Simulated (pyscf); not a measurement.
PySCF, gas phase, ωB97X-D3(BJ)/def2-SVP geometries.

**Question.** For HS–SiH₂–Cl + H₂ → H₃Si–SH + HCl, a four-centre exchange (singlet surface; Cl–Si, H–H broken, H–Si, Cl–H formed), PBE/def2-TZVP gives ΔE‡ = 45.1 kcal/mol and ΔE = +18.9 kcal/mol (zero: the separated reactants). In which direction and how far do r²SCAN/def2-TZVP, M06-2X/def2-TZVP, ωB97M-D3(BJ)/def2-TZVP move these?

**Answer.** r²SCAN: ΔE‡ = 48.7 kcal/mol, ΔE = +20.6 kcal/mol; M06-2X: ΔE‡ = 53.1 kcal/mol, ΔE = +21.2 kcal/mol; ωB97M-D3(BJ): ΔE‡ = 52.3 kcal/mol, ΔE = +19.1 kcal/mol. PBE's barrier lies under all of them, by 3.6 to 8.1 kcal/mol. Its reaction energy matches one of them and lies within 2.3 kcal/mol of the others. This is the saddle that the search found; another between the same sides may lie lower.
